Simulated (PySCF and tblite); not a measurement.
C₅H₁₂O, numbered as in [CH3:1][CH2:2][CH2:3][O:4][CH2:5][CH3:6].

Conformers came from 150 starts (ETKDG and KDG, MMFF94s, GFN2-xTB); geometries are PBE0-D3(BJ)/def2-SVP. Free energies are PBE0-D3(BJ)/def2-TZVP (IEF-PCM, chloroform) single points with GFN2-xTB rigid-rotor and vibrational terms (modes under about 100 cm⁻¹ blended into free rotors). Symmetry numbers and mirror images are counted. Conformers within 3 kcal/mol (GFN2-xTB free energy) were kept, 8 at most. GIAO shieldings: wB97X-D/pcSseg-1 (IEF-PCM, chloroform). Shifts are against TMS (¹H), TMS (¹³C) at the same level. Run with PySCF (density fitting) and tblite.

Torsions listed: C1–C2–C3–O4, C2–C3–O4–C5, C3–O4–C5–C6. Of a mirror pair one member is shown.

| conformer | shape | weight % | dipole D |
| --- | --- | --- | --- |
| 1 | -61°, 178°, -179° | 49.4 | 1.26 |
| 2 | -179°, 179°, -179° | 25.5 | 1.20 |
| 3 | 54°, 71°, 172° | 7.0 | 1.46 |
| 4 | -175°, -75°, -172° | 4.9 | 1.45 |
| 5 | 179°, 172°, 74° | 4.7 | 1.34 |

Not shown: 3 more, 8.5 % in all.

Task: How do the computed shifts compare with measured ones?

Result: 
```csv
nucleus,signal,leading conformer,average,measured,medium
¹³C,C1,13.5,12.7,10.7,not stated per compound (mostly CDCl3 or CCl4)
¹³C,C2,26.3,26.0,23.2,not stated per compound (mostly CDCl3 or CCl4)
¹³C,C3,73.5,73.7,72.5,not stated per compound (mostly CDCl3 or CCl4)
```

Measured values: Pretsch, Buehlmann, Badertscher, Structure Determination of Organic Compounds, 4th ed. (2009). Mean difference for ¹³C: 2.00 ppm, scatter 0.65 ppm. The computed shifts are unscaled and lack vibrational corrections.
